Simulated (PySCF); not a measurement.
Compound: C4H10NO (charge +1).
Atom-mapped SMILES: `[CH3:1][O:2][C@H:3]1[CH2:4][CH2:5][NH2+:6]1` (hydrogens: H7, H8, H9 on C1; H10 on C3; H11, H12 on C4; H13, H14 on C5; H15, H16 on N6)

Computed geometry: GFN2-xTB, gas phase.

What internal coordinates does the optimisation give?

```
               bond  length (pm)   order
              C1–O2        142.9  single
              O2–C3        133.7  single
              C3–C4        153.6  single
              C4–C5        153.0  single
              C5–N6        149.4  single
              C3–N6        158.2  single
C1–H7, C1–H8, C1–H9        109.0  single
             C3–H10        109.7  single
             C4–H11        108.7  single
             C4–H12        108.5  single
             C5–H13        108.8  single
             C5–H14        108.8  single
             N6–H15        102.5  single
             N6–H16        102.3  single
```

Bonds in one row agree within 1 pm and their mean is given. Orders are formal, as drawn. A selection of angles:
```
     angle  degrees
  O2–C1–H7    110.8
  O2–C1–H9    105.6
  H7–C1–H8    109.9
  C1–O2–C3    117.9
  O2–C3–C4    115.4
  O2–C3–N6    112.8
 O2–C3–H10    114.8
  C4–C3–N6     87.9
 C4–C3–H10    115.0
 N6–C3–H10    107.5
  C3–C4–C5     89.5
 C3–C4–H11    110.9
 C3–C4–H12    115.4
 C5–C4–H11    113.9
 C5–C4–H12    116.6
H11–C4–H12    109.4
  C4–C5–N6     91.4
 C4–C5–H13    113.6
 C4–C5–H14    116.6
 N6–C5–H13    111.0
 N6–C5–H14    113.6
H13–C5–H14    109.6
 C5–N6–H15    112.6
 C5–N6–H16    116.6
  C3–N6–C5     89.0
 C3–N6–H15    109.4
 C3–N6–H16    119.2
H15–N6–H16    108.8
```

Torsions: C1–O2–C3–C4 164° (antiperiplanar); O2–C3–C4–C5 125° (anticlinal); C3–C4–C5–N6 -12° (synperiplanar); C4–C5–N6–C3 11° (synperiplanar); O2–C3–N6–C5 -128° (anticlinal).

The 2 C–N bonds span 1.494 Å (C5–N6, drawn single) to 1.582 Å (C3–N6, drawn single), a spread of 0.088 Å. The 2 C–O bonds span 1.337 Å (O2–C3, drawn single) to 1.429 Å (C1–O2, drawn single), a spread of 0.092 Å. N6 (ammonium nitrogen) has angles from 89.0° to 119.2°. The 4-membered ring C3–C4–C5–N6 has internal angles of 87.9° to 91.4° (sum 358°, against 360° for a flat polygon); it is puckered, 0.08 Å rms from its mean plane, widest ring torsion 12°. Of the pairs four or more bonds apart, H7···H10 is among the closest relative to their van der Waals radii: 2.37 Å, 99 % of the sum of Bondi's values.

Point group: C1 (no symmetry element, even within 0.4 Å). GFN2-xTB frequencies: not computed here.

One conformer stands for the species.
